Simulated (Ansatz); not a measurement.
```yaml
crystal:
  periodic: [false, false, false]
  atoms:
    - {symbol: Cr, position_ang: [-0.534299, 0.001309, -0.001388]}
    - {symbol: N, position_ang: [1.660641, -0.004068, 0.004315]}
    - {symbol: H, position_ang: [2.244933, 0.831643, 0.003283]}
    - {symbol: H, position_ang: [2.240818, -0.842632, 0.008372]}
basis:
  gaussian: {orbitals: def2-TZVP}
total_charge: 1
magnetization: {spin_polarized: true, initial_magnetization: 6}
hamiltonian: {xc: pbe0}
relax: {f_tol: 0.004, max_steps: 80}
```

```sh
$ ansatz run in.yaml --threads 1 --pin off --events-out ev --progress --plain --max-ram 2176MiB
```

Steps of the relaxation (energy above the last step; positions in Å, forces in eV/Å):

```
4
step 1, 9.2 meV
Cr   -0.534    0.001   -0.001    0.203    0.000    0.001
N     1.661   -0.004    0.004   -0.612    0.001   -0.002
H     2.245    0.832    0.003    0.205   -0.063    0.001
H     2.241   -0.843    0.008    0.205    0.062    0.000
```

```
4
step 2, 1.8 meV
Cr   -0.524    0.001   -0.001    0.076    0.000    0.000
N     1.649   -0.004    0.004   -0.285    0.001   -0.001
H     2.245    0.825    0.003    0.104   -0.021    0.000
H     2.241   -0.836    0.008    0.104    0.021    0.000
```

```
4
step 3, 0.0 meV
Cr   -0.520    0.001   -0.001   -0.002    0.000    0.000
N     1.640   -0.004    0.004    0.008    0.000    0.000
H     2.248    0.819    0.003   -0.003    0.000    0.000
H     2.244   -0.830    0.008   -0.003    0.000    0.000
```

```
4
step 4, 0.0 meV
Cr   -0.520    0.001   -0.001    0.000    0.000    0.000
N     1.640   -0.004    0.004    0.000    0.000    0.000
H     2.248    0.819    0.003    0.000    0.000    0.000
H     2.244   -0.830    0.008    0.000    0.000    0.000
```

Close pairs at the end: N2–H3 1.023 Å, N2–H4 1.023 Å, Cr1–N2 2.160 Å.

A stationary point of unrestricted PBE0 after 4 steps, with ⟨S²⟩ = 12.005 against 12.00 for a pure state; no frequencies were run, so it isn't proven a minimum. 8.5 s on 1 thread of AMD EPYC 9R45, shared host.
